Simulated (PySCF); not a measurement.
tetrafluoroethylene cation (C2F4), SMILES FC(=C(F)F)F (connectivity only; charge and spin as stated), charge +1, multiplicity 2. Atoms are numbered in the order given.

```xyz
6

F      0.0000     1.0804    -1.3504
C      0.0000     0.0000    -0.7098
F      0.0000    -1.0804    -1.3504
C      0.0000     0.0000     0.7098
F      0.0000    -1.0804     1.3504
F      0.0000     1.0804     1.3504
```
Charge +1, spin multiplicity 2.

The structure is a stationary point at PBE0-D3(BJ)/def2-SVP. The multiplicity is an assumed one; other spin states were not compared.

All values below come from PBE/def2-TZVP run with PySCF.

ESP charges are fitted to the potential on shells at 1.4 to 2.0 van der Waals radii. Atomic charges (e):

```csv
atom,ESP fit,Löwdin,Mulliken spin
F1,___,0.46,0.08
C2,___,-0.41,0.34
F3,___,0.46,0.08
C4,___,-0.41,0.34
F5,___,0.46,0.08
F6,___,0.46,0.08
```

Q: Some entries are withheld; supply them. (The exact figures need the calculation; the answer reports its results.)

A: 
- F1, ESP fit: 0.05
- C2, ESP fit: 0.40
- F3, ESP fit: 0.05
- C4, ESP fit: 0.40
- F5, ESP fit: 0.05
- F6, ESP fit: 0.05

Q: Give the Mayer and Wiberg (Löwdin basis) orders of the bonds. (Estimate from the structure and the level; the computed values follow.)

A: 
```
bond   Mayer  Wiberg
-----  -----  ------
F1–C2   1.37    2.08
C2–F3   1.37    2.08
C2–C4   1.31    1.43
C4–F5   1.37    2.08
C4–F6   1.37    2.08
```
